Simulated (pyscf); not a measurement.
PySCF, gas phase, ωB97X-D3(BJ)/def2-SVP geometries. Correlated levels are frozen-core, on RHF or UHF. ΔMP2 is the change of the MP2 total energy from the triple- to the quadruple-zeta basis.

SMILES: [NH2][AlH][Cl]
```xyz
6

N     -0.0602    -0.0324    -0.9608
Al     0.5819     0.3033     0.6465
Cl    -0.5764     1.5207     1.9144
H     -0.9436     0.3169    -1.3184
H      0.3997    -0.6030    -1.6628
H      1.9602    -0.2717     1.1352
```
Charge 0, spin multiplicity 1.

How much does it cost (ΔH, 298 K, CCSD(T)/def2-TZVPP + ΔMP2(QZVPP)) to split H₂N–AlH–Cl at its Al–Cl bond into [H₂N–AlH]• + Cl•?

Al–Cl to [H₂N–AlH]• + Cl•: 5.25 eV. The radicals are drawn with the spin at the cut bond; how far it spreads was not checked. Other isomers of [H₂N–AlH]• were not searched in full and may lie lower. The CCSD(T) − MP2 part came from Ansatz, without density fitting, on the same reference. Left out: the spin-orbit lowering of Cl.
